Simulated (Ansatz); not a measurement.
`B1N[SiH2]1`. The species carries charge 0 and has multiplicity 1.

```xyz
7

B    -1.124    0.156   -0.163
N     0.083    0.389   -0.785
Si    0.494   -0.399    0.729
H    -2.269    0.354   -0.405
H     0.408    0.801   -1.647
H     1.276    0.433    1.680
H     1.133   -1.733    0.591
```

Task: What are the harmonic wavenumbers in cm⁻¹ at PBE0-D4/def2-TZVP (Ansatz, finite differences of forces, unscaled)? (Best estimate.)

Result: Computed: 457, 618, 619, 666, 668, 767, 841, 878, 975, 1058, 1360, 2218, 2226, 2702, 3595.

Task: Is this a minimum?

Result: Yes, all 15 modes are real.

Task: Give the ideal-gas thermochemistry at 298.15 K and 1 bar (rigid rotor, harmonic oscillator; point group Cs, symmetry number 1).

Result: Zero-point energy 117.5 kJ/mol; H(298) − E = 130.3 kJ/mol; entropy 266.7 J/(mol·K), of which translation 159.3, rotation 94.5, vibration 12.9; G(298) − E = 50.8 kJ/mol.
